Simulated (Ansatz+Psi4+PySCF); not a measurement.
The numbers below are computed, except where a source is named.
This PySCF input gave a total energy of -238.66776 hartree.

```python
from pyscf import gto, scf, mp

mol = gto.M(atom="""
C 0.000000 0.000000 0.502900
F 0.000000 1.109720 -0.290600
F 0.000000 -1.109720 -0.290600
H -0.908370 0.000000 1.106700
H 0.908370 0.000000 1.106700
""", basis='cc-pvtz', charge=0, spin=0)
mf = scf.RHF(mol)
mf.kernel()
pt = mp.MP2(mf, frozen=3).run()
print(mf.e_tot, pt.e_corr, pt.e_tot)
```

(1) Write an input for Ansatz with the same method and basis set.

Results:

(1)

```yaml
crystal:
  periodic: [false, false, false]
  atoms:
    - { symbol: C, position_ang: [0.0, 0.0, 0.5029] }
    - { symbol: F, position_ang: [0.0, 1.10972, -0.2906] }
    - { symbol: F, position_ang: [0.0, -1.10972, -0.2906] }
    - { symbol: H, position_ang: [-0.90837, 0.0, 1.1067] }
    - { symbol: H, position_ang: [0.90837, 0.0, 1.1067] }
basis:
  gaussian: { orbitals: cc-pVTZ }
hamiltonian:
  xc: hf
correlation:
  method: mp2
  frozen_orbitals: { C: 1, F: 1, H: 0 }
scf:
  omitted_lower_state_checks: [stability, starts, atomic_configurations, cluster_reference, orbital_swaps, given_window_search, neighbouring_geometries, increment]
```

Ansatz (development build ahead of 0.2.0) gave -238.66776 hartree, 0.10 meV from the first.
